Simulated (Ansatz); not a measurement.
C3H7FO, SMILES `CC(F)CO`. Charge 0, multiplicity 1.

```xyz
12

C    -1.272    0.693   -0.470
C     0.010   -0.094   -0.517
F     0.992    0.676   -1.154
C     0.551   -0.457    0.845
O     1.747   -1.189    0.763
H    -1.579    0.982   -1.475
H    -1.148    1.598    0.129
H    -2.069    0.090   -0.028
H    -0.099   -1.001   -1.121
H    -0.175   -1.087    1.366
H     0.681    0.465    1.431
H     2.361   -0.675    0.231
```

Question: Give the diagnostics of a CCSD(T)/def2-TZVPP run (frozen core, Ansatz 0.2.0). (Estimate.)

Answer: Ansatz gave: T1 = 0.0104, largest single amplitude 0.012, largest double 0.012, (T) share of the correlation energy 3.4 %, 9 CCSD cycles. The RHF solution is stable towards an unrestricted one. T1 lies under the customary mark of 0.02 for closed shells.
